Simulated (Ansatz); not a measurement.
Geometry optimisation, Ansatz, RKS B3LYP/6-31G.

The input (input.yaml):

```yaml
crystal:
  periodic: [false, false, false]
  atoms:
    - { symbol: "N", position_ang: [-0.98842, -1.81268, 0.32746] }
    - { symbol: C, position_ang: [0.02054, -1.14418, -0.0734] }
    - { symbol: Si, position_ang: [0.4559, 0.64336, -0.16063] }
    - { symbol: H, position_ang: [-1.82179, -1.30582, 0.71236] }
    - { symbol: H, position_ang: [0.88545, -1.34626, -0.70521] }
    - { symbol: H, position_ang: [-0.19128, 1.97361, 0.18963] }
    - { symbol: H, position_ang: [1.73609, 0.76267, 0.60399] }
total_charge: -1
basis:
  gaussian: { orbitals: "6-31G" }
hamiltonian:
  xc: b3lyp
relax:
  f_tol: 0.02
  max_steps: 50
output:
  orbitals: {}
```

Command:

```bash
$ ansatz run input.yaml --threads 1 --pin off --max-ram 2048MiB --backend cpu --events-out ev --progress --plain --runs-dir out
```

Question: Where does it end, and by what steps?

Answer: The forces met the threshold. Limits of this set-up: no polarisation functions, an anion without diffuse functions, the dipole of an ion depends on the origin. After 12 steps the energy has fallen by 1.591 eV; H6 moved furthest, 0.75 Å.

| step | energy less start (eV) | largest force component (eV/Å) | accepted |
| --- | --- | --- | --- |
| 0 | 0.0000 | 2.917 | yes |
| 1 | -0.9322 | 1.325 | yes |
| 2 | -1.3548 | 0.992 | yes |
| 3 | -1.4864 | 0.986 | yes |
| 4 | -1.5575 | 0.830 | yes |
| 5 | -1.5580 | 0.922 | yes |
| 6 | -1.5810 | 0.359 | yes |
| 7 | -1.5784 | 0.407 | no |
| 8 | -1.5906 | 0.061 | yes |
| 9 | -1.5908 | 0.042 | yes |
| 10 | -1.5910 | 0.028 | yes |
| 11 | -1.5910 | 0.025 | yes |
| 12 | -1.5911 | 0.014 | yes |

```xyz
7
Properties=species:S:1:pos:R:3
N -1.000 -1.648 0.283
C 0.093 -1.049 -0.111
Si 0.504 0.839 -0.462
H -1.715 -0.944 0.551
H 0.891 -1.753 -0.410
H -0.472 1.430 0.619
H 1.795 0.895 0.424
```

Run time: 18 s on 1 CPU thread of a shared host.
